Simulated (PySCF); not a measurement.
**Bonding in `C1=CC1C1CC1`**

Species: C6H8.
Numbering: `[CH:1]1=[CH:2][CH:3]1[CH:4]1[CH2:5][CH2:6]1` (hydrogens: H7 on C1; H8 on C2; H9 on C3; H10 on C4; H11, H12 on C5; H13, H14 on C6)

Structure used (GFN2-xTB), in Å, numbered top down from 1:
```xyz
14
C6H8 angstrom
C      2.1211   -0.6765   -0.1991
C      2.1241    0.6169   -0.3247
C      0.8006   -0.0552   -0.5530
C     -0.2898    0.0462    0.4689
C     -1.5608    0.7690    0.1308
C     -1.5644   -0.7225    0.2758
H      2.6273   -1.5860    0.0113
H      2.6346    1.5476   -0.2934
H      0.4291   -0.1534   -1.5720
H      0.0795    0.1435    1.4838
H     -1.6567    1.1795   -0.8633
H     -2.0383    1.3645    0.8939
H     -2.0441   -1.1575    1.1395
H     -1.6626   -1.3167   -0.6206
```

Bond orders from the PBE0/pcSseg-1 density (PySCF). One conformer (not necessarily the lowest) at the GFN2-xTB geometry, without solvent, vibrations or thermal averaging.

Q: How far do the computed orders between heavy atoms stray from the drawn ones?

A: The largest departure is 0.266, at C1–C2 (drawn double, 1.734).

Q: Set the Mayer orders of the bonds between heavy atoms beside their lengths.

A: 
```csv
bond,drawn as,length (Å),Mayer order
C1–C2,double,1.299,1.734
C2–C3,single,1.502,0.929
C3–C4,single,1.498,0.974
C4–C5,single,1.501,0.944
C5–C6,single,1.498,0.976
C3–C1,single,1.502,0.930
C6–C4,single,1.501,0.944
```

By pair of heavy elements: C–C: lowest C2–C3 and C3–C1 (0.929, 1.502 Å), highest C1–C2 (1.734, 1.299 Å). Bonds named together lie within 0.004.

Q: And the bonds to hydrogen?

A: C–H: 0.94 to 1.02 (8 bonds).

Q: Sum the orders of all bonds at each heavy atom with more than one neighbour and set the sums beside the valence in the SMILES.

A: C1 3.680 (drawn 4), C2 3.679 (drawn 4), C3 3.776 (drawn 4), C4 3.817 (drawn 4), C5 3.834 (drawn 4), C6 3.834 (drawn 4). Orders between atoms that aren't bonded are not in these sums.

Mayer orders depend on the basis set.

The run behind these numbers computed NMR shieldings as well. On one thread of an Arm Neoverse V1, no GPU, shared host, this took 12 s.
